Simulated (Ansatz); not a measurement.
## A geometry optimisation of BH7Si2 with PBE0-D3(BJ)/pcseg-1

The starting geometry of this gas-phase singlet was optimised with GFN2-xTB; its bonds are those of `[SiH2+][BH2-][SiH3]`.

```xyz
10

B     1.0859   -0.4526   -0.7196
Si    1.1461    1.3151    0.0169
Si   -0.7920   -1.0790   -0.3677
H    -1.1801   -1.0768    1.0615
H     1.4583    1.7875    1.3856
H     1.2718   -0.4548   -1.9047
H     0.7410    2.6179   -0.5597
H    -1.8429   -0.2397   -0.9866
H     1.8495   -1.1930   -0.1647
H    -1.1013   -2.4441   -0.8267
```

Where would you expect an optimisation with PBE0-D3(BJ)/pcseg-1 to take it?

It rearranges to `B[SiH2][SiH3]`. Contacts that open: B1–Si3 (2.01 → 3.32 Å). Contacts that close: Si2–Si3 (3.10 → 2.37 Å).

The energy falls by 0.60 eV over 19 steps:

```
step  E − E(last) (eV)
   1             0.604
   3             0.347
   5             0.237
   7             0.177
   9             0.101
  11             0.024
  13             0.007
  15             0.000
  17             0.000
  19             0.000
```

Final geometry (Å):

```xyz
10

B     1.9442   -0.4503   -1.0047
Si    0.7356    0.8181   -0.0637
Si   -1.2110   -0.5320    0.0091
H    -1.6237   -0.7835    1.4215
H     1.1266    1.1623    1.3365
H     1.9661   -0.5027   -2.2049
H     0.4141    2.0737   -0.8068
H    -2.3334    0.1241   -0.7246
H     2.5690   -1.2733   -0.3914
H    -0.9512   -1.8559   -0.6367
```

Frequencies at the end show an imaginary mode, so it is a saddle point. Run with Ansatz 0.2.0, 28 s on 2 threads of Intel(R) Xeon(R) Processor @ 2.70GHz, with other jobs on the host.
